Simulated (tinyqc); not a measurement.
Inside a calculation. Method: MP2 on RHF in the sto-3g basis, frozen core, for OH-, spin multiplicity 1. The basis has no diffuse functions, so it cannot describe the extra electron: this is an exercise in the method, not the real anion. One step of it, computed by the program tinyqc.

Task: Integrals over molecular orbitals. (pq|rs) = sum C_ip C_jq C_kr C_ls (ij|kl), one index at a time.

coefficients C, order 1O 1s, 1O 2s, 1O 2px, 1O 2py, 1O 2pz, 2H 1s:
$$\begin{pmatrix}
0.994590 & -0.251987 & 0.076536 & 0.000000 & 0.000000 & -0.058726 \\
0.022360 & 0.962140 & -0.387228 & 0.000000 & 0.000000 & 0.312786 \\
0.000000 & 0.000000 & 0.000000 & 0.996202 & 0.087074 & 0.000000 \\
0.000000 & 0.000000 & 0.000000 & -0.087074 & 0.996202 & 0.000000 \\
0.001746 & -0.000946 & 0.481092 & 0.000000 & 0.000000 & 0.928067 \\
-0.003865 & 0.171770 & 0.771585 & 0.000000 & 0.000000 & -0.759561
\end{pmatrix}$$

core Hamiltonian H = T + V (hartree), order 1O 1s, 1O 2s, 1O 2px, 1O 2py, 1O 2pz, 2H 1s:
$$\begin{pmatrix}
-32.033577 & -7.450109 & 0.000000 & 0.000000 & -0.008888 & -0.828002 \\
-7.450109 & -8.661454 & 0.000000 & 0.000000 & -0.110866 & -2.034666 \\
0.000000 & 0.000000 & -6.847341 & 0.000000 & 0.000000 & 0.000000 \\
0.000000 & 0.000000 & 0.000000 & -6.847341 & 0.000000 & 0.000000 \\
-0.008888 & -0.110866 & 0.000000 & 0.000000 & -6.909805 & -1.585203 \\
-0.828002 & -2.034666 & 0.000000 & 0.000000 & -1.585203 & -3.777198
\end{pmatrix}$$

Two-electron integrals (ij|kl) in chemists' order, unique and non-zero (hartree):
```
(11|11) 4.785065   (21|11) 0.741380   (21|21) 0.136873   (22|11) 1.118947
(22|21) 0.256633   (22|22) 0.817206   (31|31) 0.024477   (32|31) 0.037809
(32|32) 0.180518   (33|11) 1.115814   (33|21) 0.256684   (33|22) 0.817023
(33|33) 0.880159   (41|41) 0.024477   (42|41) 0.037809   (42|42) 0.180518
(43|43) 0.047444   (44|11) 1.115814   (44|21) 0.256684   (44|22) 0.817023
(44|33) 0.785270   (44|44) 0.880159   (51|51) 0.024477   (52|51) 0.037809
(52|52) 0.180518   (53|53) 0.047444   (54|54) 0.047444   (55|11) 1.115814
(55|21) 0.256684   (55|22) 0.817023   (55|33) 0.785270   (55|44) 0.785270
(55|55) 0.880159   (61|11) 0.082497   (61|21) 0.015121   (61|22) 0.028235
(61|33) 0.028182   (61|44) 0.028182   (61|51) 0.000669   (61|52) 0.001270
(61|55) 0.028345   (61|61) 0.001690   (62|11) 0.230448   (62|21) 0.053648
(62|22) 0.192965   (62|33) 0.189506   (62|44) 0.189506   (62|51) 0.003998
(62|52) 0.032512   (62|55) 0.199688   (62|61) 0.006054   (62|62) 0.059805
(63|31) 0.005236   (63|32) 0.031832   (63|53) 0.006489   (63|63) 0.007914
(64|41) 0.005236   (64|42) 0.031832   (64|54) 0.006489   (64|64) 0.007914
(65|11) 0.178874   (65|21) 0.042136   (65|22) 0.161892   (65|33) 0.154835
(65|44) 0.154835   (65|51) 0.007947   (65|52) 0.057156   (65|55) 0.175817
(65|61) 0.004930   (65|62) 0.061084   (65|65) 0.069644   (66|11) 0.413657
(66|21) 0.097809   (66|22) 0.405631   (66|33) 0.390917   (66|44) 0.390917
(66|51) 0.008238   (66|52) 0.095149   (66|55) 0.434610   (66|61) 0.011088
(66|62) 0.169148   (66|65) 0.197529   (66|66) 0.774606
```

Give: one-electron integrals over orbitals h = C^T H C; Two-electron integrals over orbitals.

Result:

one-electron integrals over orbitals h = C^T H C (hartree):
$$\begin{pmatrix}
-32.017 & 0.614 & -0.179 & 0.000 & 0.000 & 0.140 \\
0.614 & -7.151 & 0.667 & 0.000 & 0.000 & -0.697 \\
-0.179 & 0.667 & -4.911 & 0.000 & 0.000 & -1.563 \\
0.000 & 0.000 & 0.000 & -6.847 & 0.000 & 0.000 \\
0.000 & 0.000 & 0.000 & 0.000 & -6.847 & 0.000 \\
0.140 & -0.697 & -1.563 & 0.000 & 0.000 & -5.750
\end{pmatrix}$$

Two-electron integrals over orbitals (pq|rs), unique and non-zero (hartree); the lowest 1 orbital is frozen and left out:
```
(22|22) 0.745      (32|22) -0.068     (32|32) 0.114      (33|22) 0.553
(33|32) 0.027      (33|33) 0.614      (42|42) 0.161      (43|42) -0.039
(43|43) 0.027      (44|22) 0.774      (44|32) -0.095     (44|33) 0.533
(44|44) 0.880      (52|52) 0.161      (53|52) -0.039     (53|53) 0.027
(54|54) 0.047      (55|22) 0.774      (55|32) -0.095     (55|33) 0.533
(55|44) 0.785      (55|55) 0.880      (62|22) 0.073      (62|32) 0.056
(62|33) 1.50e-03   (62|44) 0.078      (62|55) 0.078      (62|62) 0.112
(63|22) 0.162      (63|32) -0.105     (63|33) -0.020     (63|44) 0.182
(63|55) 0.182      (63|62) 0.017      (63|63) 0.185      (64|42) 0.029
(64|43) 0.015      (64|64) 0.038      (65|52) 0.029      (65|53) 0.015
(65|65) 0.038      (66|22) 0.676      (66|32) 5.13e-06   (66|33) 0.604
(66|44) 0.670      (66|55) 0.670      (66|62) 0.076      (66|63) 0.081
(66|66) 0.706
```
